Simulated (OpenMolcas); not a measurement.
**SiNH5 (SMILES [SiH3]N): levels of theory compared**

We compute a comparison of 6 runs (HF/def2-TZVP, BHLYP/def2-TZVP, M06-L/def2-TZVP, PBE/def2-TZVP, revPBE/def2-TZVP, MP2/def2-TZVP) of SiNH5. 

Program for the calculation: OpenMolcas 26.06.

1 further run of the same task is left out (set aside as unsound or not needed).

**1. The structure to begin with**

SiNH5: 7 atoms, total charge 0, spin state singlet. As SMILES, `[SiH3]N`. The N2–H6 distance was set to 1.813 Å, away from the relaxed value. At this shape a bond of the SMILES string is far longer than usual.

Bond lengths: Si1–N2 1.720 Å, Si1–H3 1.486 Å, Si1–H4 1.486 Å, Si1–H5 1.494 Å, N2–H7 1.007 Å. Angles: Si1–N2–H7 119.6°, N2–Si1–H3 107.9°, N2–Si1–H4 107.9°, N2–Si1–H5 116.0°, H3–Si1–H4 110.5°, H3–Si1–H5 107.3°, H4–Si1–H5 107.3°.

**2. The energy at HF/def2-TZVP (run 1)**

Contents of mol.input:

```
&GATEWAY
  BasLib=$CurrDir
  BasisSet
  Si.def2-TZVP....
  Si1 -0.236860 -1.004374 -0.756922 angstrom
  End of Basis
  BasisSet
  N.def2-TZVP....
  N2 0.787910 -0.363004 0.466708 angstrom
  End of Basis
  BasisSet
  H.def2-TZVP....
  H3 0.157830 -2.418004 -0.987902 angstrom
  H4 -1.637020 -0.928764 -0.265632 angstrom
  H5 -0.191780 -0.308944 -2.078542 angstrom
  H6 0.391580 1.238230 1.219480 angstrom
  H7 1.785250 -0.485164 0.395358 angstrom
  End of Basis

&SEWARD

&SCF
  Thresholds=1e-10 1e-07 1e-07 1e-05
  PrOrbitals=1 1
```

The basis set def2-TZVP is read from a file made from the Basis Set Exchange's data (not shown).

Run with:

```
$ export MOLCAS_MEM=1860
$ pymolcas mol.input > mol.log
```

The log of the run:

```text
--- Start Module: gateway ---
[...]
--- Stop Module: gateway /rc=_RC_ALL_IS_WELL_ ---
--- Start Module: seward ---
[...]
      Basis functions           98
--- Stop Module: seward /rc=_RC_ALL_IS_WELL_ ---
[...]
--- Start Module: scf ---
[...]
       Convergence after  16 Iterations
[...]
::    Total SCF energy                               -346.1791881024
[...]
      Total spin, S                                     0.0000000000
[...]
      Total electronic charge=   26.000000
      Total            charge=   -0.000000
[...]
      Dipole Moment (debye):
      Origin of the operator (angstrom)=    0.1046   -0.7679   -0.3482
                   X=  8.4512E-01               Y=  9.0858E-01               Z=  1.0970E-01           Total=  1.2457E+00
      Quadrupole Moment (debye*angstrom):
[...]
--- Stop Module: scf /rc=_RC_ALL_IS_WELL_ ---
[...]
```

Run time: 13 s. Hardware: 1 thread of Intel Xeon Platinum 8259CL at 2.50GHz (Skylake/Cascade Lake), shared host; peak memory 0.55 GiB.

**3. The energy at BHLYP/def2-TZVP (run 2)**

Contents of run.inp:

```
* H5NSi Kohn-Sham DFT
>>> EXPORT MOLCAS_PRINT=2
&GATEWAY
BASLIB
$CurrDir
COORD
7
angstrom
Si      -0.236860      -1.004374      -0.756922
N        0.787910      -0.363004       0.466708
H        0.157830      -2.418004      -0.987902
H       -1.637020      -0.928764      -0.265632
H       -0.191780      -0.308944      -2.078542
H        0.391580       1.238230       1.219480
H        1.785250      -0.485164       0.395358
BASIS
def2-TZVP
GROUP
NoSym
&SEWARD
GRIDINPUT
Grid=UltraFine
End of Grid
&SCF
KSDFT
HYB_GGA_XC_BHANDHLYP
THRESHOLDS
1e-10 1e-07 1e-07 1e-05
PRORBITALS
1 2
```

The basis set def2-TZVP is read from a file made from the Basis Set Exchange's data (not shown).

Run with:

```
$ export MOLCAS_MEM=1860
$ pymolcas run.inp > run.log
```

The log of the run:

```text
--- Start Module: gateway ---
[...]
--- Stop Module: gateway /rc=_RC_ALL_IS_WELL_ ---
--- Start Module: seward ---
[...]
      Basis functions           98
--- Stop Module: seward /rc=_RC_ALL_IS_WELL_ ---
[...]
--- Start Module: scf ---
[...]
       Convergence after  14 Iterations
[...]
::    Total KS-DFT energy                            -347.1113596818
[...]
      Total spin, S                                     0.0000000000
[...]
      Total electronic charge=   26.000000
      Total            charge=   -0.000000
[...]
      Dipole Moment (debye):
      Origin of the operator (angstrom)=    0.1046   -0.7679   -0.3482
                   X=  8.1831E-01               Y=  9.3011E-01               Z=  1.6640E-01           Total=  1.2500E+00
      Quadrupole Moment (debye*angstrom):
[...]
--- Stop Module: scf /rc=_RC_ALL_IS_WELL_ ---
[...]
```

It took 35 s on 1 thread of Intel Xeon Platinum 8259CL at 2.50GHz (Skylake/Cascade Lake), shared host; peak memory 0.55 GiB.

Runs 3 to 4 aren't shown in full; the table further down has their settings and results.

**4. A single-point energy at revPBE/def2-TZVP (run 5)**

Contents of job.inp:

```
* H5NSi Kohn-Sham DFT

&gateway
 baslib
 $CurrDir
 coord
 7
 angstrom
 Si      -0.236860      -1.004374      -0.756922
 N        0.787910      -0.363004       0.466708
 H        0.157830      -2.418004      -0.987902
 H       -1.637020      -0.928764      -0.265632
 H       -0.191780      -0.308944      -2.078542
 H        0.391580       1.238230       1.219480
 H        1.785250      -0.485164       0.395358
 basis
 def2-TZVP
 group
 NoSym

&seward
 gridinput
 Grid=UltraFine
 End of Grid

&scf
 ksdft
 revPBE
 thresholds
 1e-10 1e-07 1e-07 1e-05
 prorbitals
 1 2
```

The basis set def2-TZVP is read from a file made from the Basis Set Exchange's data (not shown).

Run with:

```
$ export MOLCAS_MEM=1860
$ pymolcas job.inp > job.log
```

The log of the run:

```text
--- Start Module: gateway ---
[...]
--- Stop Module: gateway /rc=_RC_ALL_IS_WELL_ ---
--- Start Module: seward ---
[...]
      Basis functions           98
--- Stop Module: seward /rc=_RC_ALL_IS_WELL_ ---
[...]
--- Start Module: scf ---
[...]
       Convergence after  16 Iterations
[...]
::    Total KS-DFT energy                            -347.0851820802
[...]
      Total spin, S                                     0.0000000000
[...]
      Total electronic charge=   26.000000
      Total            charge=   -0.000000
[...]
      Dipole Moment (debye):
      Origin of the operator (angstrom)=    0.1046   -0.7679   -0.3482
                   X=  8.2760E-01               Y=  7.5614E-01               Z=  1.9021E-01           Total=  1.1370E+00
      Quadrupole Moment (debye*angstrom):
[...]
--- Stop Module: scf /rc=_RC_ALL_IS_WELL_ ---
[...]
```

Wall time 39 s (1 thread of Intel Xeon Platinum 8259CL at 2.50GHz (Skylake/Cascade Lake), shared host); peak memory 0.55 GiB.

**5. The energy at MP2/def2-TZVP (run 6)**

Contents of job.input:

```
* H5NSi MP2
&GATEWAY
BASLIB
$CurrDir
COORD
7
angstrom
Si      -0.236860      -1.004374      -0.756922
N        0.787910      -0.363004       0.466708
H        0.157830      -2.418004      -0.987902
H       -1.637020      -0.928764      -0.265632
H       -0.191780      -0.308944      -2.078542
H        0.391580       1.238230       1.219480
H        1.785250      -0.485164       0.395358
BASIS
def2-TZVP
GROUP
NoSym
&SEWARD
&SCF
THRESHOLDS
1e-10 1e-07 1e-07 1e-05
PRORBITALS
0
&MBPT2
FROZEN
6
```

The basis set def2-TZVP is read from a file made from the Basis Set Exchange's data (not shown).

Run with:

```
$ export MOLCAS_MEM=1860
$ pymolcas job.input > job.log
```

The log of the run:

```text
--- Start Module: gateway ---
[...]
--- Stop Module: gateway /rc=_RC_ALL_IS_WELL_ ---
[...]
      Basis functions           98
[...]
--- Start Module: scf ---
[...]
       Convergence after  17 Iterations
[...]
::    Total SCF energy                               -346.1791881024
[...]
      Total spin, S                                     0.0000000000
[...]
      Total electronic charge=   26.000000
      Total            charge=   -0.000000
[...]
      Dipole Moment (debye):
      Origin of the operator (angstrom)=    0.1046   -0.7679   -0.3482
                   X=  8.4512E-01               Y=  9.0858E-01               Z=  1.0970E-01           Total=  1.2457E+00
      Quadrupole Moment (debye*angstrom):
[...]
--- Stop Module: scf /rc=_RC_ALL_IS_WELL_ ---
[...]
--- Start Module: mbpt2 ---
[...]
WARNING!
Default frozen orbitals as non valence orbitals is overwritten by user input.
Default values:   3
[...]
       Reference weight ( Cref**2 )         =        0.87554
::    Total MBPT2 energy                             -346.5367406861
[...]
      Total MBPT2 calculations                           0.44      0.49
--- Stop Module: mbpt2 /rc=_RC_ALL_IS_WELL_ ---
[...]
```

Wall time 14 s (1 thread of Intel Xeon Platinum 8259CL at 2.50GHz (Skylake/Cascade Lake), shared host); peak memory 0.55 GiB.

**6. Overview of the runs**

| run | level | integration grid | frozen core orbitals | energy (Eh) | dipole moment (D) of the reference | HOMO energy (eV) | LUMO energy (eV) | wall time |
| --- | --- | --- | --- | --- | --- | --- | --- | --- |
| 1 | HF/def2-TZVP | – | – | -346.179188 | 1.25 | -10.78 | 0.46 | 13 s |
| 2 | BHLYP/def2-TZVP | UltraFine | – | -347.111360 | 1.25 | -8.67 | -2.15 | 35 s |
| 3 | M06-L/def2-TZVP | UltraFine | – | -347.148663 | 1.15 | -6.13 | -3.88 | 50 s |
| 4 | PBE/def2-TZVP | UltraFine | – | -346.935169 | 1.17 | -5.86 | -4.15 | 38 s |
| 5 | revPBE/def2-TZVP | UltraFine | – | -347.085182 | 1.14 | -5.84 | -4.13 | 39 s |
| 6 | MP2/def2-TZVP | – | 6 | -346.536741 | 1.25 | -10.78 | 0.46 | 14 s |

**7. Summary of results**

| quantity | value |
| --- | --- |
| run 6: total energy | -346.53674 Eh |
| run 6: dipole moment (mean-field density) | 1.25 D |
| run 6: HOMO energy (Hartree–Fock orbitals) | -10.78 eV |
| run 6: LUMO energy (Hartree–Fock orbitals) | 0.46 eV |
| run 6: HOMO–LUMO gap (Hartree–Fock orbitals) | 11.24 eV |
| run 6: correlation energy (6 core orbitals frozen) | -357.6 mEh |

**Reading.** Over runs 1, 2, 3, 4, 5 the dipole moment (its size) runs from 1.14 D (revPBE/def2-TZVP) to 1.25 D (BHLYP/def2-TZVP). Over runs 1, 2, 3, 4, 5 the HOMO–LUMO gap runs from 1.71 eV (PBE/def2-TZVP) to 11.24 eV (HF/def2-TZVP). Exact exchange widens orbital gaps. Totals of different functionals can't be ranked against each other. In runs 1, 2, 3, 4, 5, 6 a closed-shell determinant meets a far-stretched bond, which it describes badly. All runs together took 3.1 min, the longest 50 s.
